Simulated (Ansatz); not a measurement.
# SiAsH$_{3}$ (H-bridged), singlet: reading a ladder of total energies

Geometry: a PBE0/def2-TZVP stationary point for this spin, not checked as a minimum.

```yaml
atoms:
  - { symbol: Si, position_ang: [-0.0418, 0.0000, 1.5269] }
  - { symbol: As, position_ang: [-0.0034, 0.0000, -0.6438] }
  - { symbol: H, position_ang: [1.2924, 0.0000, 0.4670] }
  - { symbol: H, position_ang: [0.0615, 1.1927, 2.4197] }
  - { symbol: H, position_ang: [0.0615, -1.1927, 2.4197] }
```

Basis cc-pVDZ; Ansatz 0.2.0. Only valence electrons are correlated (noble-gas cores and the filled d shells of p-block atoms frozen), which leaves 12 electrons in 41 orbitals. Prefix R: restricted or restricted open-shell reference. No spin–orbit coupling is included, and no scalar relativity.

Full CI isn't at hand for all of this; RCCSDTQ serves as the reference, and is uncertain by about the last step of the cluster series.

Runs differ by some tens of microhartree through their thresholds, so steps under 0.03 kcal/mol mean nothing.

| level | total energy (hartree) |
| --- | --- |
| RHF | -2524.772446 |
| RMP2 | -2524.974618 |
| RCCSD | -2525.010664 |
| RCCSD(T) | -2525.018903 |
| RCCSDT | -2525.020012 |
| RCCSDT(Q) | -2525.020552 |
| RCCSDTQ | -2525.020566 |

Problem. What is the correlation energy at RCCSDTQ, and what share of it do RMP2 and RCCSD recover?

Solution. E(corr) = -2525.020566 − (-2524.772446) = -0.248120 hartree = -6.752 eV. RMP2: -0.202172 / -0.248120 = 81.48 %. RCCSD: -0.238218 / -0.248120 = 96.01 %.

Problem. By how many kcal/mol does RCCSD(T) miss RCCSDTQ (1 hartree = 627.509 kcal/mol), and which steps make up the rest?

Solution. -2525.018903 − (-2525.020566) = 0.001663 hartree = 1.04 kcal/mol. Steps: RCCSDT − RCCSD(T) = -0.70, RCCSDT(Q) − RCCSDT = -0.34, RCCSDTQ − RCCSDT(Q) = -0.01 kcal/mol. Differences between like states or geometries often cancel part of this.
